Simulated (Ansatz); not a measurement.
The reference is GaSb in the zinc blende structure (space group F-43m, No. 216; a = 6.132 Å).

Computed with Ansatz (a program for electronic structure) r2SCAN, spin-orbit coupling left out.

It is then changed as follows: full substitution Sb → P, then cell and atoms are relaxed.

Measured lattice parameter a: GaSb 6.0959 Å (room temperature; as listed in I. Vurgaftman, J. R. Meyer, L. R. Ram-Mohan, Journal of Applied Physics (2001)); GaP 5.439 Å (static lattice; corrected from measurement; as listed in Daniel Mejia-Rodriguez, S. B. Trickey, Phys. Rev. B (2018)).

**Question.** How well does r2SCAN reproduce the measured shift?

**Answer.** With r2SCAN the lattice parameter a moves by -0.681 Å (6.132 → 5.451) against -0.657 Å measured. The two measured values stand on different bases (one corrected, one not), which blurs small differences.

With Sb present, leaving out spin-orbit coupling can change the band edges. No phonon test of stability was made.
